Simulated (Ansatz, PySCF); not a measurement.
Acid–base and redox partners of C=C=O. All species are isolated molecules in the gas phase. One relaxed conformer stands for each flexible species; it need not be the lowest. Strings in code marks are SMILES.

Quantity: electronic energy of isomers of C2H3O (charge +1) relative to `C[C+]=O`, in kJ/mol.

Level 1: frozen-core CCSD(T)/cc-pVTZ // PBE-D3(BJ)/def2-TZVP (Ansatz, a first-principles code)
Level 2: PBE-D3(BJ)/def2-TZVP (PySCF)
Level 3: M06-2X/6-31G* // PBE-D3(BJ)/def2-TZVP (PySCF)
Level 4: HF/3-21G // PBE-D3(BJ)/def2-TZVP (PySCF)

| species | level 2 | level 3 | level 4 |
|---|---|---|---|
| `C=C=[OH+]` (not the most basic site) | 162.3 | 175.7 | 158.0 |

What does level 1 give for each?


- `C=C=[OH+]` (not the most basic site): 179.6
